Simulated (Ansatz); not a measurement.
Relaxation of FH3Si (5 atoms, charge 0, multiplicity 1), to a largest force component of 0.02 eV/Å in at most 40 steps.

All numbers below come from RHF/def2-SVP in Ansatz.

```xyz
5
Properties=species:S:1:pos:R:3
Si 0.000 0.000 0.000
F 0.000 0.000 1.590
H 1.377 0.000 -0.486
H -0.688 1.191 -0.486
H -0.688 -1.191 -0.486
```

Problem. Where does it end, and by what steps?

Solution. The run converged. After 3 steps the energy has fallen by 0.020 eV; H4 moved furthest, 0.02 Å.

```csv
step,energy less start (eV),largest force component (eV/Å),accepted
0,0.0000,0.767,yes
1,-0.0169,0.471,yes
2,-0.0201,0.035,yes
3,-0.0201,0.002,yes
```

```xyz
5
Properties=species:S:1:pos:R:3
Si 0.000 0.000 -0.019
F 0.000 0.000 1.592
H 1.400 0.000 -0.481
H -0.700 1.212 -0.481
H -0.700 -1.212 -0.481
```

Whether the end is a true minimum wasn't checked by a vibrational analysis.

The run took 1.4 s on 1 thread of Arm Neoverse V2, on a shared host, peak memory 0.092 GiB.
